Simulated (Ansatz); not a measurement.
What does this script print? It uses Ansatz 0.2.0, Python API.

Script `scan.py`:
```python
import warnings

import ansatz
import numpy as np

BASIS_SET = "6-31G*"
METHOD = "CCSD(T)"
NET_CHARGE = 1

warnings.simplefilter("ignore", ansatz.DeckWarning)

geometry = (
    ansatz.Crystal.molecule()
    .atom("Si", (-1.1041, 0.1249, -0.0186))
    .atom("P", (1.0727, -0.1213, 0.0181))
    .atom("H", (-1.7055, -0.7933, -1.0199))
    .atom("H", (-1.4543, 1.5229, -0.3794))
    .atom("H", (-1.6759, -0.1826, 1.3177))
    .atom("H", (1.4757, -1.4314, 0.3553))
    .atom("H", (1.7095, 0.7247, 0.9514))
    .atom("H", (1.6819, 0.1562, -1.2245))
)

symbols = [site.symbol for site in geometry.cartesian_sites]
start = np.array([site.position_ang for site in geometry.cartesian_sites])
axis = (start[1] - start[0]) / np.linalg.norm(start[1] - start[0])
moving = [1, 5, 6, 7]
lengths, energies = [1.928, 2.016, 2.103, 2.191, 2.279, 2.366, 2.454, 2.585], []
for length in lengths:
    xyz = start.copy()
    xyz[moving] += (length - np.linalg.norm(start[1] - start[0])) * axis
    point = ansatz.Crystal.molecule()
    for symbol, place in zip(symbols, xyz):
        point = point.atom(symbol, place.tolist())
    setup = point.calculation().basis(gaussian=BASIS_SET).correlation(METHOD).charge(NET_CHARGE)
    rep = setup.run().report
    energies.append(rep["free_energy_ev"])
    print(f"r = {length:6.3f} A  E = {energies[-1]:.5f} eV  <S^2> = {abs(rep['mean_field']['state']['spin_squared']):.3f}")

fit = np.polynomial.Polynomial.fit(lengths, np.array(energies) - min(energies), 4).convert()
roots = [r.real for r in fit.deriv().roots() if abs(r.imag) < 1e-9 and fit.deriv(2)(r.real) > 0]
r_e = min(roots, key=lambda r: abs(r - lengths[int(np.argmin(energies))]))
print(f"minimum of the fit at {r_e:.4f} A, force constant {fit.deriv(2)(r_e):.2f} eV/A^2")
```

```console
$ python scan.py
r =  1.928 A  E = -17225.90518 eV  <S^2> = 0.000
r =  2.016 A  E = -17226.54484 eV  <S^2> = 0.000
r =  2.103 A  E = -17226.92810 eV  <S^2> = 0.000
r =  2.191 A  E = -17227.13145 eV  <S^2> = 0.000
r =  2.279 A  E = -17227.20038 eV  <S^2> = 0.000
r =  2.366 A  E = -17227.17429 eV  <S^2> = 0.000
r =  2.454 A  E = -17227.08192 eV  <S^2> = 0.000
r =  2.585 A  E = -17226.86858 eV  <S^2> = 0.000
minimum of the fit at 2.2928 A, force constant 11.39 eV/A^2
```

Total energies depend on the basis set; only differences at equal settings carry meaning. The rest of the molecule is held rigid at a force-field or estimated start geometry, and the basis set is modest; single-reference methods fail as a bond breaks. The orbitals are restricted, so S² is zero by construction. S² is that of the Hartree-Fock reference. Run time: 4.1 s on 1 thread of Arm Neoverse V2, with other jobs on the host, peak memory 0.18 GiB.
